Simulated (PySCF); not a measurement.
**H2O3 (SMILES OOO): levels of theory compared**

We compute a comparison of 6 runs (B2PLYP/STO-6G, M06-2X/STO-6G, SVWN5/STO-6G, wB97X-V/STO-6G, BCCD(T)/STO-6G, CCSDT/STO-6G) of H2O3. 

Program for the calculation: PySCF 2.14.0.

5 further runs of the same task are left out: 1 that didn't finish, 4 set aside as unsound or not needed.

## (1) The system as given

The species is H2O3 (5 atoms), meant as a singlet with charge 0. As SMILES, `OOO`. The coordinates come from a GFN2-xTB relaxation. This is a higher conformer, about 11 kJ/mol above the lowest found by a separate search.

Bond lengths: O1–O2 1.390 Å, O2–O3 1.391 Å, O1–H4 0.972 Å, O3–H5 0.972 Å. Angles: O1–O2–O3 110.7°, O2–O1–H4 106.7°, O2–O3–H5 106.5°.

## (2) A single-point energy at B2PLYP/STO-6G (run 1)

The input, input.py:

```python
from pyscf import gto, dft, mp

system = gto.M(
    atom=[
    ('O', (-0.984020, -0.692710, -0.137760)),
    ('O', (-0.127030, -0.049090, 0.747210)),
    ('O', (1.176430, -0.056790, 0.262120)),
    ('H', (-1.378730, -0.001520, -0.695970)),
    ('H', (1.313340, 0.800110, -0.175600)),
],
    max_memory=1860,
    basis='sto-6g',
    verbose=4,
    spin=0,
    charge=0,
)

mf = dft.RKS(system, xc='0.53*HF + 0.47*B88, 0.73*LYP')
mf.grids.level = 5
mf.conv_tol = 1e-10
mf.kernel()
if not mf.converged:
    mf = mf.newton().run(mf.mo_coeff, mf.mo_occ)

pt = mp.MP2(mf, frozen=3).run()
etot = mf.e_tot + 0.27 * pt.e_corr
print('PT2 part  %.8f' % (0.27 * pt.e_corr))
print('Final energy', etot)
```

Command:

```
OMP_NUM_THREADS=1 python input.py
```

What it wrote:

```text
PySCF version 2.14.0

[... 73 lines left out ...]
converged SCF energy = -225.396462460987
[... 1 line left out ...]
******** <class 'pyscf.mp.mp2.RMP2'> ********
nocc = 10, nmo = 14
frozen orbitals 3
E(RMP2) = -225.554081570973  E_corr = -0.157619109985367
E(SCS-RMP2) = -225.570571028946  E_corr = -0.174108567958148
E_corr(same-spin) = -0.0173473431049528
E_corr(oppo-spin) = -0.140271766880414
PT2 part  -0.04255716
Final energy -225.43901962068344
```

Wall time 3.6 s (1 thread of Arm Neoverse V1, shared host); peak memory 0.19 GiB.

## (3) The energy at M06-2X/STO-6G (run 2)

The input, job.py:

```python
from pyscf import gto, dft

mol = gto.M(
    atom=[
    ('O', (-0.984020, -0.692710, -0.137760)),
    ('O', (-0.127030, -0.049090, 0.747210)),
    ('O', (1.176430, -0.056790, 0.262120)),
    ('H', (-1.378730, -0.001520, -0.695970)),
    ('H', (1.313340, 0.800110, -0.175600)),
],
    basis='sto-6g',
    verbose=4,
    max_memory=1860,
    charge=0,
    spin=0,
)

calc0 = dft.RKS(mol, xc='m06-2x')
calc0.grids.level = 5
calc0.conv_tol = 1e-10
calc0.kernel()
if not calc0.converged:
    calc0 = calc0.newton().run(calc0.mo_coeff, calc0.mo_occ)

etot = calc0.e_tot
print('E = %.10f Eh' % etot)
```

Command:

```
OMP_NUM_THREADS=1 python job.py
```

What it wrote:

```text
PySCF version 2.14.0

[... 72 lines left out ...]
converged SCF energy = -225.667458282392
E = -225.6674582824 Eh
```

Wall time 4.5 s (1 thread of Arm Neoverse V1, shared host); peak memory 0.19 GiB.

Runs 3 to 5 aren't shown in full; the table further down has their settings and results.

## (4) The energy at CCSDT/STO-6G (run 6)

The input, input.py:

```python
# OOO
from pyscf import gto, scf, cc

mol = gto.M(
    atom='''
O     -1.859528    -1.309032    -0.260329
O     -0.240052    -0.092767     1.412022
O      2.223131    -0.107318     0.495335
H     -2.605422    -0.002872    -1.315193
H      2.481853     1.511989    -0.331836
''',
    verbose=3,
    spin=0,
    basis='sto-6g',
    unit='bohr',
    max_memory=1860,
)

mf = scf.RHF(mol)
mf.conv_tol = 1e-10
mf.kernel()
if not mf.converged:
    mf = mf.newton().run(mf.mo_coeff, mf.mo_occ)

mycc = cc.CCSDT(mf, frozen=3)
mycc.kernel()
energy = mycc.e_tot
print('E(%s) = %.9f' % ('CCSDT', energy))
```

Command:

```
OMP_NUM_THREADS=1 python input.py
```

What it wrote:

```text
converged SCF energy = -224.702576979482
_make_eris_incore_RCCSDT

WARN: A large `blksize` is being used, which may cause large memory consumption
      for storing contraction intermediates. If memory is sufficient, consider using
      `pyscf.cc.rccsdt_highm.RCCSDT` instead.

RCCSDT converged
E(RCCSDT) = -224.8620581388331   E_corr = -0.1594811593512759
E_corr(same-spin) = -0.0110413442556021
E_corr(oppo-spin) = -0.148439815095674
E(CCSDT) = -224.862058139
```

Run time: 1.8 s. Hardware: 1 thread of Arm Neoverse V1, shared host; peak memory 0.11 GiB.

## (5) Overview of the runs

```csv
run,level,frozen core orbitals,nlc grid,energy (Eh),dipole moment (D) of the reference,HOMO energy (eV),LUMO energy (eV),wall time
1,B2PLYP/STO-6G,3,–,-225.439020,2.86,-6.81,7.41,3.6 s
2,M06-2X/STO-6G,–,–,-225.667458,2.88,-6.57,6.79,4.5 s
3,SVWN5/STO-6G,–,–,-224.077002,2.80,-2.17,3.55,2.5 s
4,wB97X-V/STO-6G,–,1,-225.690894,2.77,-7.21,7.86,21 s
5,BCCD(T)/STO-6G,3,–,-224.861387,–,–,–,1.3 s
6,CCSDT/STO-6G,3,–,-224.862058,2.95,-10.15,11.48,1.8 s
```

## (6) Results

| quantity | value |
| --- | --- |
| run 6: total energy | -224.86206 Eh |
| run 6: dipole moment (Hartree–Fock density) | 2.95 D |
| run 6: HOMO energy (Hartree–Fock orbitals) | -10.15 eV |
| run 6: LUMO energy (Hartree–Fock orbitals) | 11.48 eV |
| run 6: HOMO–LUMO gap (Hartree–Fock orbitals) | 21.64 eV |
| run 6: correlation energy (3 core orbitals frozen) | -159.5 mEh |
| run 6: T1 diagnostic | 0.012 |

**Reading.** Over runs 1, 2, 3, 4 the dipole moment (its size) runs from 2.77 D (wB97X-V/STO-6G) to 2.88 D (M06-2X/STO-6G). Over runs 1, 2, 3, 4 the HOMO–LUMO gap runs from 5.71 eV (SVWN5/STO-6G) to 15.07 eV (wB97X-V/STO-6G). Totals of different functionals can't be ranked against each other. In runs 1, 2, 3, 4, 5, 6 the basis is minimal, so the values are rough. All runs together took 35 s, the longest 21 s.
